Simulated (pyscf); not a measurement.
F–N•–F + SiH₄ → F–NH–F + SiH₃•, a hydrogen abstraction (doublet surface; H–Si broken, H–N formed). Structures and frequencies: ωB97X-D3(BJ)/def2-SVP in PySCF. Energies in eV from the separated reactants.

Small-basis levels: PySCF, no dispersion term, spherical d functions. Open shells are spin-unrestricted. 

### Question
In single points B3LYP/LANL2DZ puts the saddle at 0.75 eV and the reaction energy at +0.58 eV. Should these be trusted to within a few kcal/mol? Compare with ωB97M-D3(BJ)/def2-TZVP.

### Answer
ωB97M-D3(BJ)/def2-TZVP gives ΔE‡ = 1.04 eV and ΔE = +0.76 eV. B3LYP/LANL2DZ lies 0.29 eV under it in the barrier and 0.17 eV under it in the reaction energy, so on this step it does not hold to within 0.13 eV. ωB97M-D3(BJ)/def2-TZVP has limits of its own. This is the saddle that the search found; another between the same sides may lie lower. The angle at the transferred H is 163°.
